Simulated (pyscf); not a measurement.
H₂Ga–O–AsH₂ (SMILES [GaH2][O][AsH2]) + H₂ (SMILES [H][H]) → HO–AsH₂ (SMILES O[AsH2]) + GaH₃ (SMILES [GaH3]), a four-centre exchange (singlet surface; Ga–O, H–H broken, H–O, Ga–H formed). Structures and frequencies: ωB97X-D3(BJ)/def2-SVP in PySCF. Energies in eV from the separated reactants.

Small-basis levels: PySCF, no dispersion term, spherical d functions. AM1 to PM7: differences of heats of formation from MOPAC, which are fitted to 298 K values and so differ in kind from electronic energies by zero-point and thermal terms. GFN2-xTB: tblite. Cost: rough CPU time at the saddle relative to B3LYP/6-31G*+LANL2DZ, from one job on a shared machine.

| level | barrier | reaction energy | cost |
|---|---|---|---|
| BP86/6-31G*+LANL2DZ | 0.94 | +0.90 | 1 |
| PBE/6-31G*+LANL2DZ | 0.88 | +0.90 | 1 |
| B3LYP/6-31G*+LANL2DZ | 1.11 | +0.89 | 1 |
| B3LYP/6-311+G**+LANL2DZ | 0.92 | +0.70 | 2 |
| B3LYP/def2-SVP | 0.82 | +0.61 | 3 |
| GFN2-xTB | 0.58 | +0.55 | under 0.02 |
| AM1 | 0.21 | -0.36 | under 0.02 |
| PM3 | 1.25 | +1.06 | under 0.02 |
| PM6 | 1.95 | +1.57 | under 0.02 |
| ωB97M-D3(BJ)/def2-TZVP | 0.91 | +0.52 | – |

Against the last row the barrier runs from -0.70 (AM1) to +1.05 eV (PM6). At PBE/6-31G*+LANL2DZ this geometry lies under one side, so the entry may be no barrier of that level: it is a single point on another level's saddle. ωB97M-D3(BJ)/def2-TZVP has limits of its own. On the product side the descent ends in an adduct with a Ga–O contact, 0.79 eV under the separated species and 1.06 eV under the saddle at ωB97X-D3(BJ)/def2-TZVP. What is counted as broken (Ga–O) persists as a longer contact in the product adduct; parting that adduct is a step of its own. At the saddle there is also a short Ga–H contact that neither side keeps. H₂Ga–O–AsH₂ lies 0.90 eV over its isomer HO–GaH–AsH₂ (electronic energy, ωB97M-D3(BJ)/def2-TZVP). One saddle was located; it need not be the lowest between these sides. In the def2 sets elements up to Kr have no core potential.
